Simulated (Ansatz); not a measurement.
**CH5AlO: a reaction path by the nudged elastic band**

Aim: the minimum-energy path between two given structures and its highest point. Both ends were relaxed at PBE0-D4 in triple zeta.

Computed with Ansatz 0.2.0, Gaussian basis. Level: PBE0-D4/def2-SVP.

16 further runs of the same task are left out: 16 set aside as unsound or not needed.

### Step 1. The system as given

The first end: 8 atoms, charge 0, spin multiplicity 1.

Atoms are counted from 1 here; the program's logs count them from 0.

Bond lengths: Al1–C2 1.949 Å, Al1–H3 1.581 Å, Al1–O4 1.700 Å, C2–H5 1.095 Å, C2–H6 1.095 Å, C2–H7 1.093 Å, O4–H8 0.955 Å. Angles: C2–Al1–H3 124.5°, C2–Al1–O4 121.1°, H3–Al1–O4 114.3°, Al1–C2–H5 111.4°, Al1–C2–H6 111.3°, Al1–C2–H7 112.1°, H5–C2–H6 106.6°, H5–C2–H7 107.6°, H6–C2–H7 107.6°, Al1–O4–H8 123.8°.

Coordinates:

```xyz
8

Al   -0.6819    0.5882    0.0030
C     1.0709   -0.1770   -0.3733
H    -1.1645    2.0101   -0.4919
O    -1.8334   -0.2628    0.9190
H     1.6129   -0.4055    0.5503
H     0.9842   -1.1180   -0.9265
H     1.6950    0.4978   -0.9649
H    -1.6834   -1.1328    1.2844
```

The second end:

```mol
CH5AlO
  3D, bonds by distance, orders not assigned

  8  6  0  0  0  0  0  0  0  0999 V2000
   -2.3988    0.8136    0.6335 Al  0  0
    1.1718    0.2815   -0.6416 C   0  0
    0.7273    1.2375   -0.9194 H   0  0
   -1.9579   -0.7081    1.1859 O   0  0
    1.2099    0.2009    0.4445 H   0  0
    0.5669   -0.5308   -1.0437 H   0  0
    2.1811    0.2216   -1.0483 H   0  0
   -1.5004   -1.5162    1.3891 H   0  0
  1  4  8  0
  2  3  8  0
  2  5  8  0
  2  6  8  0
  2  7  8  0
  4  8  8  0
M  END
```

### Step 2. The band at PBE0-D4/def2-SVP

neb/in.yaml

```yaml
crystal:
  periodic: [false, false, false]
  atoms:
    - {symbol: Al, position_ang: [-0.681864, 0.588204, 0.003049]}
    - {symbol: C, position_ang: [1.070940, -0.176994, -0.373317]}
    - {symbol: H, position_ang: [-1.164461, 2.010083, -0.491882]}
    - {symbol: O, position_ang: [-1.833427, -0.262819, 0.918983]}
    - {symbol: H, position_ang: [1.612914, -0.405506, 0.550251]}
    - {symbol: H, position_ang: [0.984228, -1.117994, -0.926516]}
    - {symbol: H, position_ang: [1.694981, 0.497804, -0.964923]}
    - {symbol: H, position_ang: [-1.683412, -1.132777, 1.284356]}
basis:
  gaussian: {orbitals: def2-SVP}
hamiltonian: {xc: pbe0, dispersion: d4}
neb:
  images: 5
  climbing: true
  max_iterations: 40
  initial_path: idpp
  final_atoms:
    - {symbol: Al, position_ang: [-2.398835, 0.813565, 0.633519]}
    - {symbol: C, position_ang: [1.171838, 0.281542, -0.641606]}
    - {symbol: H, position_ang: [0.727280, 1.237470, -0.919417]}
    - {symbol: O, position_ang: [-1.957909, -0.708095, 1.185938]}
    - {symbol: H, position_ang: [1.209874, 0.200907, 0.444465]}
    - {symbol: H, position_ang: [0.566936, -0.530780, -1.043696]}
    - {symbol: H, position_ang: [2.181128, 0.221555, -1.048270]}
    - {symbol: H, position_ang: [-1.500412, -1.516162, 1.389067]}
```

The run is started by

```bash
$ ansatz run in.yaml --threads 2 --pin off --events-out ev --progress --plain --max-ram 4352MiB
```

Before running it: what results should come out? Wanted: from earlier runs: barrier over the separately found saddle, CCSD(T)/def2-TZVPP.

As calculated:

```
                                                                       quantity                                                     value
                                                PBE0-D4/def2-SVP, 15 iterations  highest 79.8 kcal/mol (image 3), last end +11.8 kcal/mol
from earlier runs: barrier over the separately found saddle, CCSD(T)/def2-TZVPP                                             82.4 kcal/mol
```

**Reading.** The highest image lies 79.8 kcal/mol above the first end, and it climbed, so it estimates the saddle. The ends are not quite minima at this level (largest force component 0.27 eV/Å), so the heights are unreliable: relaxing the first end would lower it and raise the barrier above it. The highest image is 2.6 kcal/mol below the CCSD(T) barrier in triple zeta, which comes from separate runs on the saddle.
